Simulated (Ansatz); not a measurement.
Input file:

```yaml
crystal:
  periodic: [false, false, false]
  atoms:
    - {symbol: Al, position_ang: [0.109860, 0.328749, 2.611028]}
    - {symbol: Ga, position_ang: [-0.055014, -0.317004, 0.021528]}
    - {symbol: Cl, position_ang: [0.021606, 0.336490, -2.063621]}
    - {symbol: H, position_ang: [0.104715, 1.292507, 1.201453]}
basis:
  gaussian: {orbitals: cc-pVDZ}
magnetization: {spin_polarized: true, initial_magnetization: 0}
hamiltonian: {xc: {name: PBE}}
correlation: {method: rpa, electrons: outside_noble_gas}
```

```sh
$ ansatz run in.yaml --threads 1 --pin off --events-out ev --progress --plain --max-ram 2393MiB
```

Question: Roughly how long does this take on 1 thread of Arm Neoverse V1, shared host, and how much host memory?

Answer: 6 s wall and 0.15 GiB.

```
742 factors; integrals over basis functions are off by at most 1.1e-3 eV
mean field evaluation 1: about -71495.3935 eV, gradient 1.4e1 eV
mean field evaluation 2: about -71495.3947 eV, gradient 1.4e1 eV
mean field evaluation 4: about -71496.5734 eV, gradient 5.2e0 eV
mean field evaluation 8: about -71496.8234 eV, gradient 1.9e-1 eV
mean field evaluation 16: about -71496.8238 eV, gradient 1.4e-5 eV
mean field evaluation 32: about -71496.8104 eV, gradient 1.3e0 eV
mean field -71496.82379062 eV, -2627.4598120176 hartree, gradient 4.9e-6 eV, S^2 0.000000; 4 other end points of the search recorded, 0 dependent functions left out
24 core orbitals not correlated: weight in the atoms' cores, before any rotation towards them, 0.828 or more for the frozen orbitals, at most 0.174 for the correlated occupied ones
reference -71435.46873474 eV, -2625.2050553021 hartree; 7, 7 occupied and 37, 37 virtual orbitals, 742 factors
Total energy: -71447.50533202 eV, -2625.6473920932 hartree
```
